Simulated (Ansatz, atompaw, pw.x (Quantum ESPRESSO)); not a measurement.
**What a changed setting does to a pw.x run (bcc Pt)**

Potential: PAW, atompaw 4.2.0.5, LDA (PW92); core [Kr] 4d10, reference 4f13 5s2 5p6 5d10 6s1 6p0; waves: 5s (bound); 6s (bound); 5p (bound); 6p (bound, empty); 5d (bound); 5d channel at 0.95 Ry; 4f (bound); 4f channel at -5.79 Ry; local part: troulliermartins scheme with l = 4 at 0 Ry, radius 1.70 bohr; core correction: smooth core density matched at 2.10 bohr; augmentation: besselshape compensation charge, radius 2.15 bohr; PAW radius 2.20 bohr; waves and projectors: bloechl.

The reference run (k-mesh 15³, cutoffs 135/900 Ry, Fermi–Dirac 0.01 Ry, mixing_beta 0.4, conv_thr 1e-9, no spin) gives 0.31 GPa at 15.016 Å³/atom, where all-electron LAPW gives -1.65 GPa. This run, with its own iteration cap, changes conv_thr to 1e-06.

```
&control
  calculation='scf', prefix='x', pseudo_dir='./', outdir='./tmp', tstress=.true., disk_io='none'
/
&system
  ibrav=0, nat=1, ntyp=1, ecutwfc=135, ecutrho=900, nbnd=26,
  occupations='smearing', smearing='fd', degauss=0.01
/
&electrons
  conv_thr=1e-06, mixing_beta=0.4, electron_maxstep=60
/
ATOMIC_SPECIES
Pt 1.0 Pt.UPF
CELL_PARAMETERS angstrom
  -1.55416845 1.55416845 1.55416845
  1.55416845 -1.55416845 1.55416845
  1.55416845 1.55416845 -1.55416845
ATOMIC_POSITIONS crystal
Pt 0.0000 0.0000 0.0000
K_POINTS automatic
15 15 15 0 0 0
```

```bash
pw.x < Pt.scf.in > Pt.scf.out
```

Task: How does the run end?

Result: It converges in 10 iterations; the free energy moves by +0.0 meV/atom and the pressure by +0.16 GPa.

```
Message from routine setup:
     using ibrav=0 with symmetry is DISCOURAGED, use correct ibrav instead
     lattice parameter (alat)  =       5.0870  a.u.
     unit-cell volume          =     101.3330 (a.u.)^3
     number of electrons       =        32.00
     number of Kohn-Sham states=           26
     kinetic-energy cutoff     =     135.0000  Ry
     charge density cutoff     =     900.0000  Ry
     scf convergence threshold =      1.0E-06
     Exchange-correlation= SLA PW NOGX NOGC
     number of k points=   120  Fermi-Dirac smearing, width (Ry)=  0.0100
     iteration #  1     ecut=   135.00 Ry     beta= 0.40
     c_bands:  1 eigenvalues not converged
     total energy              =   -1653.04307302 Ry
     estimated scf accuracy    <       0.05456989 Ry
     iteration #  2     ecut=   135.00 Ry     beta= 0.40
     total energy              =   -1653.04375974 Ry
     estimated scf accuracy    <       0.05857143 Ry
     iteration #  3     ecut=   135.00 Ry     beta= 0.40
     total energy              =   -1652.96712050 Ry
     estimated scf accuracy    <       0.03940754 Ry
     [... 4 iterations left out ...]
     iteration #  8     ecut=   135.00 Ry     beta= 0.40
     total energy              =   -1652.96038276 Ry
     estimated scf accuracy    <       0.00000127 Ry
     iteration #  9     ecut=   135.00 Ry     beta= 0.40
     total energy              =   -1652.96038267 Ry
     estimated scf accuracy    <       0.00000103 Ry
     iteration # 10     ecut=   135.00 Ry     beta= 0.40
     the Fermi energy is    28.6580 ev
!    total energy              =   -1652.96038286 Ry
     estimated scf accuracy    <       0.00000007 Ry
     smearing contrib. (-TS)   =      -0.00390989 Ry
     The total energy is F=E-TS. E is the sum of the following terms:
     one-electron contribution =    -748.97622991 Ry
     hartree contribution      =     270.50499059 Ry
     xc contribution           =     -61.20684255 Ry
     ewald contribution        =    -634.42884598 Ry
     one-center paw contrib.   =    -478.84954512 Ry
     convergence has been achieved in  10 iterations
          total   stress  (Ry/bohr**3)                   (kbar)     P=        4.71
     Message from routine punch:
     Nothing written, as per user request (disk_io='none')
```

The run took about 74 s on one core of a shared host (AMD EPYC 9R45 96-Core Processor, 96 threads, 376 GiB, load 27).
